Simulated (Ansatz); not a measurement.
# Lead, fcc under LDA: how the k-point mesh moves the result

Aim: find which k-point mesh is enough for energy and pressure. The geometry was relaxed under LDA beforehand and stays fixed; 8 values are run, from 2×2×2 to 16×16×16. Wanted are the values from which on the energy stays within 10 and 1 meV/atom, and the pressure within 0.5 GPa, of the last run. Within the series other settings stay, but some runs also write fields, which adds to their time. Spin polarisation is left out.

Method: DFT LDA, plane waves with PAW, scalar-relativistic, in Ansatz 0.2.0.

## Step 1: The structure to begin with

Symmetry: Fm-3m, No. 225, cubic system. The conventional cell has a = 4.875 Å, b = 4.875 Å, c = 4.875 Å, α = 90.00°, β = 90.00°, γ = 90.00°. Pb (site symmetry m-3m) has 12 Pb at 3.45 Å as nearest neighbours.

Coordinates:

```cif
data_structure
_symmetry_space_group_name_H-M 'P 1'
_symmetry_Int_Tables_number 1
_cell_length_a 3.4472
_cell_length_b 3.4472
_cell_length_c 3.4472
_cell_angle_alpha 60.000
_cell_angle_beta 60.000
_cell_angle_gamma 60.000
_cell_volume 28.97
loop_
_atom_site_label
_atom_site_type_symbol
_atom_site_fract_x
_atom_site_fract_y
_atom_site_fract_z
_atom_site_occupancy
Pb1 Pb 0.00000 0.00000 0.00000 1
```

## Step 2: With a k-mesh of 2×2×2

The run at 2×2×2.

Input file input.yaml:

```yaml
crystal:
  lattice:
    - [0.0, 2.4375492138, 2.4375492138]
    - [2.4375492138, 0.0, 2.4375492138]
    - [2.4375492138, 2.4375492138, 0.0]
  atoms:
    - { symbol: Pb, position: [0.0, 0.0, 0.0] }
hamiltonian:
  xc: lda
  pseudopotentials:
    kind: paw
    azcp:
      Pb: "pseudopotentials/Pb.paw.azcp"
basis:
  ecutwfc: 420
  fft_grid_basis: typed
kpoints:
  mp_grid: { grid: [2, 2, 2], shift: [0, 0, 0] }
magnetization:
  spin_polarized: false
scf:
  occupations: { method: fermi_dirac, width: 0.1 }
  lower_state_search: "off"
output:
  stress: true
  write_density: true
  write_potential: true
  elf: true
  volumetric_format: npy
```

The run is started by

```sh
$ ansatz run input.yaml --threads 2 --pin off --max-ram 5120MiB --backend cpu --events-out ev --progress --plain --runs-dir out
```

## Step 3: With a k-mesh of 3×3×3

The run at 3×3×3.

Edit input.yaml of step 2 so:

```diff
@@ -17,3 +17,3 @@
 kpoints:
-  mp_grid: { grid: [2, 2, 2], shift: [0, 0, 0] }
+  mp_grid: { grid: [3, 3, 3], shift: [0, 0, 0] }
 magnetization:
@@ -25,5 +25 @@
   stress: true
-  write_density: true
-  write_potential: true
-  elf: true
-  volumetric_format: npy
```

## Step 4: With a k-mesh of 4×4×4

The run at 4×4×4.

Edit input.yaml of step 3 so:

```diff
@@ -17,3 +17,3 @@
 kpoints:
-  mp_grid: { grid: [3, 3, 3], shift: [0, 0, 0] }
+  mp_grid: { grid: [4, 4, 4], shift: [0, 0, 0] }
 magnetization:
```

## Step 5: With a k-mesh of 5×5×5

The run at 5×5×5.

Edit input.yaml of step 4 so:

```diff
@@ -17,3 +17,3 @@
 kpoints:
-  mp_grid: { grid: [4, 4, 4], shift: [0, 0, 0] }
+  mp_grid: { grid: [5, 5, 5], shift: [0, 0, 0] }
 magnetization:
@@ -25 +25,5 @@
   stress: true
+  write_density: true
+  write_potential: true
+  elf: true
+  volumetric_format: npy
```

## Step 6: With a k-mesh of 7×7×7

The run at 7×7×7.

Edit input.yaml of step 5 so:

```diff
@@ -17,3 +17,3 @@
 kpoints:
-  mp_grid: { grid: [5, 5, 5], shift: [0, 0, 0] }
+  mp_grid: { grid: [7, 7, 7], shift: [0, 0, 0] }
 magnetization:
@@ -25,5 +25 @@
   stress: true
-  write_density: true
-  write_potential: true
-  elf: true
-  volumetric_format: npy
```

## Step 7: With a k-mesh of 9×9×9

The run at 9×9×9.

Edit input.yaml of step 6 so:

```diff
@@ -17,3 +17,3 @@
 kpoints:
-  mp_grid: { grid: [7, 7, 7], shift: [0, 0, 0] }
+  mp_grid: { grid: [9, 9, 9], shift: [0, 0, 0] }
 magnetization:
@@ -25 +25,5 @@
   stress: true
+  write_density: true
+  write_potential: true
+  elf: true
+  volumetric_format: npy
```

## Step 8: With a k-mesh of 12×12×12

The run at 12×12×12.

Edit input.yaml of step 7 so:

```diff
@@ -17,3 +17,3 @@
 kpoints:
-  mp_grid: { grid: [9, 9, 9], shift: [0, 0, 0] }
+  mp_grid: { grid: [12, 12, 12], shift: [0, 0, 0] }
 magnetization:
@@ -25,5 +25 @@
   stress: true
-  write_density: true
-  write_potential: true
-  elf: true
-  volumetric_format: npy
```

## Step 9: With a k-mesh of 16×16×16

The run at 16×16×16.

Edit input.yaml of step 8 so:

```diff
@@ -17,3 +17,3 @@
 kpoints:
-  mp_grid: { grid: [12, 12, 12], shift: [0, 0, 0] }
+  mp_grid: { grid: [16, 16, 16], shift: [0, 0, 0] }
 magnetization:
```

(Steps that only read results are left out.)

What does the calculation give? Wanted: pressure at 16×16×16.

The runs gave:

```
                                           quantity                        value
      E(σ → 0) stays within 10 meV/atom of 16×16×16  not reached before 16×16×16
                   E(σ → 0) stays within 1 meV/atom  not reached before 16×16×16
                      pressure stays within 0.5 GPa                from 9×9×9 on
                               pressure at 16×16×16                     0.15 GPa
                    CPU time, dearest over cheapest                          6.6
energy of a separate run on a finer mesh (18×18×18)  +4.6 meV/atom from 16×16×16
```

**Reading.** At 2×2×2 the energy differs by -1781 meV/atom and the pressure by -9.5 GPa. Convergence in k is not monotonic; the energy swings about its limit. The energy has not settled to 1 meV/atom before the last mesh. A Fermi surface needs many points. The yardstick itself is unsettled by 4.6 meV/atom against the finer mesh, so the thresholds above hold only within this series. The cell taken over is 4 % smaller than the measured one (30.33 Å³/atom, COD).
